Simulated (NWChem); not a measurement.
Program: NWChem. System: Li, charge 0, spin multiplicity 2. Its SCF solution wasn't tested for a lower state. Level: UMP2/cc-pVDZ, no orbitals frozen.

Input file:

```
start mol
memory heap 200 mb stack 900 mb global 1100 mb
geometry units angstroms nocenter noautoz
  Li     0.000000     0.000000     0.000000
  symmetry group D2h
end
basis spherical
  * library cc-pvdz
end
scf
  uhf
  nopen 1
  maxiter 100
  thresh 1e-7
  semidirect memsize 60000000 filesize 0
  # guess.movecs holds the orbitals of an unrestricted PBE0 run
  vectors input guess.movecs output mol.movecs
end
mp2
end
task mp2 energy
```

Part of the output:

```
             Northwest Computational Chemistry Package (NWChem) 7.3.0
             --------------------------------------------------------

                                NWChem Input Module
                                -------------------

 Scaling coordinates for geometry "geometry" by  1.889725989
 (inverse scale =  0.529177249)

                             Geometry "geometry" -> ""
                             -------------------------

 Output coordinates in angstroms (scale by  1.889725989 to convert to a.u.)

  No.       Tag          Charge          X              Y              Z
 ---- ---------------- ---------- -------------- -------------- --------------
    1 Li                   3.0000     0.00000000     0.00000000     0.00000000

 Effective nuclear repulsion energy (a.u.)       0.0000000000

            Nuclear Dipole moment (a.u.)
            ----------------------------
        X                 Y               Z
 ---------------- ---------------- ----------------
     0.0000000000     0.0000000000     0.0000000000

      Symmetry information
      --------------------

 Group name             D2h
 Group number             26
 Group order               8
 No. of unique centers     1

      Symmetry unique atoms

     1


 Summary of "ao basis" -> "" (spherical)
 ------------------------------------------------------------------------------
       Tag                 Description            Shells   Functions and Types
 ---------------- ------------------------------  ------  ---------------------
 *                          cc-pvdz                   on all atoms

 Summary of "ao basis" -> "ao basis" (spherical)
 ------------------------------------------------------------------------------
       Tag                 Description            Shells   Functions and Types
 ---------------- ------------------------------  ------  ---------------------
 Li                         cc-pvdz                  6       14   3s2p1d

                                 NWChem SCF Module
                                 -----------------

  ao basis        = "ao basis"
  functions       =    14
  atoms           =     1
  alpha electrons =     2
  beta  electrons =     1
  charge          =   0.00
  wavefunction    = UHF
  use symmetry    = T
  symmetry adapt  = T

 Summary of "ao basis" -> "ao basis" (spherical)
 ------------------------------------------------------------------------------
       Tag                 Description            Shells   Functions and Types
 ---------------- ------------------------------  ------  ---------------------
 Li                         cc-pvdz                  6       14   3s2p1d

      Symmetry analysis of basis
      --------------------------

        ag          5
        au          0
        b1g         1
        b1u         2
        b2g         1
        b2u         2
        b3g         1
        b3u         2

 Forming initial guess at       0.0s

   Symmetry analysis of molecular orbitals - initial alpha
   -------------------------------------------------------

  Numbering of irreducible representations:

     1 ag          2 au          3 b1g         4 b1u         5 b2g
     6 b2u         7 b3g         8 b3u

  Orbital symmetries:

     1 ag          2 ag          3 b1u         4 b3u         5 b2u
     6 b1u         7 b2u         8 b3u         9 ag         10 ag
    11 ag         12 b2g

   Symmetry analysis of molecular orbitals - initial beta
   ------------------------------------------------------

  Numbering of irreducible representations:

     1 ag          2 au          3 b1g         4 b1u         5 b2g
     6 b2u         7 b3g         8 b3u

  Orbital symmetries:

     1 ag          2 ag          3 b3u         4 b2u         5 b1u
     6 b2u         7 b3u         8 b1u         9 ag         10 b2g
    11 ag         12 b3g

 Starting SCF solution at       0.0s

 ----------------------------------------------
         Quadratically convergent UHF

 Convergence threshold     :          1.000E-07
 Maximum no. of iterations :          100
 Integral*density screening:          1.000E-09
 ----------------------------------------------

              iter       energy          gnorm     gmax       time
             ----- ------------------- --------- --------- --------
                 1       -7.4321235451  4.88D-02  2.96D-02      0.0
                 2       -7.4324201726  6.59D-04  4.98D-04      0.0
                 3       -7.4324205276  1.68D-07  1.38D-07      0.0
                 4       -7.4324205276  3.81D-09  3.47D-09      0.0

       Final UHF  results
       ------------------

         Total SCF energy =     -7.432420527595
      One electron energy =     -9.713487060191
      Two electron energy =      2.281066532597
 Nuclear repulsion energy =      0.000000000000

                       Sz =      0.5000
                 Sz(Sz+1) =      0.7500
                      S^2 =      0.7500

        Time for solution =      0.0s

       Symmetry analysis of molecular orbitals - alpha
       -----------------------------------------------

  Numbering of irreducible representations:

     1 ag          2 au          3 b1g         4 b1u         5 b2g
     6 b2u         7 b3g         8 b3u

  Orbital symmetries:

     1 ag          2 ag          3 b1u         4 b3u         5 b2u
     6 ag          7 b1u         8 b2u         9 b3u        10 ag
    11 ag         12 b2g

       Symmetry analysis of molecular orbitals - beta
       ----------------------------------------------

  Numbering of irreducible representations:

     1 ag          2 au          3 b1g         4 b1u         5 b2g
     6 b2u         7 b3g         8 b3u

  Orbital symmetries:

     1 ag          2 ag          3 b3u         4 b2u         5 b1u
     6 ag          7 b2u         8 b3u         9 b1u        10 ag
    11 ag         12 b3g

          Final alpha eigenvalues
          -----------------------

              1
    1   -2.4847
    2   -0.1963
    3    0.0244
    4    0.0244
    5    0.0244
    6    0.1432
    7    0.1572
    8    0.1572
    9    0.1572
   10    0.3491
   11    0.3491
   12    0.3491

          Final beta eigenvalues
          ----------------------

              1
    1   -2.4703
    2    0.0225
    3    0.0507
    4    0.0507
    5    0.0507
    6    0.1850
    7    0.1909
    8    0.1909
    9    0.1909
   10    0.3742
   11    0.3742
   12    0.3742

                    UHF Final Alpha Molecular Orbital Analysis
                    ------------------------------------------

 Vector    2  Occ=1.000000D+00  E=-1.963070D-01  Symmetry=ag
              MO Center=  0.0D+00,  0.0D+00,  0.0D+00, r^2= 5.0D+00
   Bfn.  Coefficient  Atom+Function         Bfn.  Coefficient  Atom+Function
  ----- ------------  ---------------      ----- ------------  ---------------
     2      0.533352  1 Li s                  3      0.517656  1 Li s

 Vector    3  Occ=0.000000D+00  E= 2.440786D-02  Symmetry=b1u
              MO Center=  5.9D-37, -2.3D-37, -1.3D-36, r^2= 1.2D+01
   Bfn.  Coefficient  Atom+Function         Bfn.  Coefficient  Atom+Function
  ----- ------------  ---------------      ----- ------------  ---------------
     9      0.836046  1 Li pz                 6      0.234722  1 Li pz

 Vector    4  Occ=0.000000D+00  E= 2.440786D-02  Symmetry=b3u
              MO Center=  3.3D-30, -9.1D-30, -6.8D-30, r^2= 1.2D+01
   Bfn.  Coefficient  Atom+Function         Bfn.  Coefficient  Atom+Function
  ----- ------------  ---------------      ----- ------------  ---------------
     7      0.836046  1 Li px                 4      0.234722  1 Li px

 Vector    5  Occ=0.000000D+00  E= 2.440786D-02  Symmetry=b2u
              MO Center= -2.6D-45, -5.4D-45,  7.8D-46, r^2= 1.2D+01
   Bfn.  Coefficient  Atom+Function         Bfn.  Coefficient  Atom+Function
  ----- ------------  ---------------      ----- ------------  ---------------
     8      0.836046  1 Li py                 5      0.234722  1 Li py

                     UHF Final Beta Molecular Orbital Analysis
                     -----------------------------------------

 Vector    2  Occ=0.000000D+00  E= 2.245618D-02  Symmetry=ag
              MO Center=  6.0D-46, -4.8D-51, -4.8D-51, r^2= 8.1D+00
   Bfn.  Coefficient  Atom+Function         Bfn.  Coefficient  Atom+Function
  ----- ------------  ---------------      ----- ------------  ---------------
     3      1.078046  1 Li s                  1     -0.186891  1 Li s

 Vector    3  Occ=0.000000D+00  E= 5.066795D-02  Symmetry=b3u
              MO Center=  4.0D-32,  1.8D-37,  1.8D-37, r^2= 1.4D+01
   Bfn.  Coefficient  Atom+Function         Bfn.  Coefficient  Atom+Function
  ----- ------------  ---------------      ----- ------------  ---------------
     7      0.992454  1 Li px

 Vector    4  Occ=0.000000D+00  E= 5.066795D-02  Symmetry=b2u
              MO Center=  1.8D-33, -2.9D-34,  5.0D-34, r^2= 1.4D+01
   Bfn.  Coefficient  Atom+Function         Bfn.  Coefficient  Atom+Function
  ----- ------------  ---------------      ----- ------------  ---------------
     8      0.992454  1 Li py

 center of mass
 --------------
 x =   0.00000000 y =   0.00000000 z =   0.00000000

 moments of inertia (a.u.)
 ------------------
           0.000000000000           0.000000000000           0.000000000000
           0.000000000000           0.000000000000           0.000000000000
           0.000000000000           0.000000000000           0.000000000000

  Mulliken analysis of the total density
  --------------------------------------

    Atom       Charge   Shell Charges
 -----------   ------   -------------------------------------------------------
    1 Li   3     3.00   2.00  0.51  0.49  0.00  0.00  0.00

  Mulliken analysis of the alpha density
  --------------------------------------

    Atom       Charge   Shell Charges
 -----------   ------   -------------------------------------------------------
    1 Li   3     2.00   1.00  0.51  0.49  0.00  0.00  0.00

   Mulliken analysis of the beta density
   -------------------------------------

    Atom       Charge   Shell Charges
 -----------   ------   -------------------------------------------------------
    1 Li   3     1.00   1.00 -0.00 -0.00  0.00  0.00  0.00

   Mulliken analysis of the spin density
   -------------------------------------

    Atom       Charge   Shell Charges
 -----------   ------   -------------------------------------------------------
    1 Li   3     1.00  -0.00  0.51  0.49 -0.00 -0.00  0.00

       Multipole analysis of the density wrt the origin
       ------------------------------------------------

     L   x y z        total         alpha         beta         nuclear
     -   - - -        -----         -----         ----         -------
     0   0 0 0     -0.000000     -2.000000     -1.000000      3.000000

     1   1 0 0      0.000000      0.000000      0.000000      0.000000
     1   0 1 0     -0.000000      0.000000     -0.000000      0.000000
     1   0 0 1     -0.000000      0.000000     -0.000000      0.000000

     2   2 0 0     -6.199172     -6.050201     -0.148970      0.000000
     2   1 1 0      0.000000      0.000000      0.000000      0.000000
     2   1 0 1      0.000000      0.000000      0.000000      0.000000
     2   0 2 0     -6.199172     -6.050201     -0.148970      0.000000
     2   0 1 1      0.000000      0.000000      0.000000      0.000000
     2   0 0 2     -6.199172     -6.050201     -0.148970      0.000000

                   NWChem MP2 Semi-direct Energy/Gradient Module
                   ---------------------------------------------

  Basis functions       =     14
  Molecular orbitals    =     14
  Frozen core           =      0
  Frozen virtuals       =      0
  Active alpha occupied =      2
  Active beta occupied  =      1
  Active alpha virtual  =     12
  Active beta virtual   =     13
  Use MO symmetry       = T
  Use skeleton AO sym   = T

  AO/Fock/Back tols     =   1.0D-09  1.0D-09  1.0D-09

 GA uses MA = F    GA memory limited = T

 Available:
  local mem=  1.26D+08
 global mem=  1.44D+08
 local disk=  0.00D+00
  mp2_memr nvloc                    12
  nvloc new                    12
   1 passes of   2:        2097152                       1011                      8932.
   1 passes of   2: M    126155564           G      144178808           F     124058412.

 Semi-direct pass number   1 of   1  for UHF alpha       at        0.0s
  vrange nnbf                   105
  mp2_eaftype                    10  avail_ma_in_mb                  1099
 EAF : mp2_eaftype filesize          10       4466.
  mp2_eaf for mointskh                     10
Node 0 wrote      0.0 Mb in      0.0 s     Agg I/O rate:  1388.7 Mb/s
 Done moints_semi at        0.1s
  mp2_eaftype                    10  avail_ma_in_mb                  1089
 EAF : mp2_eaftype filesize          10       4466.
  mp2_eaf for kh                    10
 Done maket at        0.1s
 Done multipass loop at        0.1s

 GA uses MA = F    GA memory limited = T

 Available:
  local mem=  1.26D+08
 global mem=  1.44D+08
 local disk=  0.00D+00
  mp2_memr nvloc                    13
  nvloc new                    13
   1 passes of   1:        2097152                        731                      5005.
   1 passes of   1: M    126155564           G      144178808           F     124058412.

 Semi-direct pass number   1 of   1  for UHF beta        at        0.1s
  vrange nnbf                   105
  mp2_eaftype                    10  avail_ma_in_mb                  1099
 EAF : mp2_eaftype filesize          10       2502.
  mp2_eaf for mointskh                     10
Node 0 wrote      0.0 Mb in      0.0 s     Agg I/O rate:  1155.7 Mb/s
 Done moints_semi at        0.1s
  mp2_eaftype                    10  avail_ma_in_mb                  1089
 EAF : mp2_eaftype filesize          10       2502.
  mp2_eaf for kh                    10
 Done maket at        0.1s
 Done multipass loop at        0.1s

          -------------------------------------------
          SCF energy                  -7.432420527595
          Correlation energy          -0.000193029592
          Singlet pairs                0.000000000000
          Triplet pairs                0.000000000000
          Total MP2 energy            -7.432613557186
          -------------------------------------------

          ---------------------------------------------------
                    Spin Component Scaled (SCS) MP2
          Same spin pairs                     -0.000007925555
          Same spin scaling factor             0.333333333333
          Opposite spin pairs                 -0.000185104037
          Opposite spin scaling fact.          1.200000000000
          SCS-MP2 correlation energy          -0.000224766696
          Total SCS-MP2 energy                -7.432645294291
          ---------------------------------------------------

 -----------------------
 Performance information
 -----------------------

 Timer overhead =  9.63D-08 seconds/call

               Nr. of calls         CPU time (s)                 Wall time (s)                GFlops
             ---------------    -------------------     ------------------------------   -------------------
Name         Min   Avg   Max    Min     Avg     Max     Min     Avg     Max   Mx/calls   Min     Max     Sum
mp2: moin     2     2     2   2.49E-2 2.49E-2 2.49E-2  2.49E-2 2.49E-2 2.49E-2 1.24E-2   0.0     0.0     0.0
mp2: make     2     2     2   1.96E-4 1.96E-4 1.96E-4  1.96E-4 1.96E-4 1.96E-4 9.82E-5   0.0     0.0     0.0
mp2: tota     1     1     1   3.70E-2 3.70E-2 3.70E-2  3.70E-2 3.70E-2 3.70E-2 3.70E-2   0.0     0.0     0.0

 The average no. of pstat calls per process was 5.00D+00
 with a timing overhead of 4.81D-07s

 Task  times  cpu:        0.1s     wall:        0.1s

 Total times  cpu:        0.1s     wall:        0.1s
```
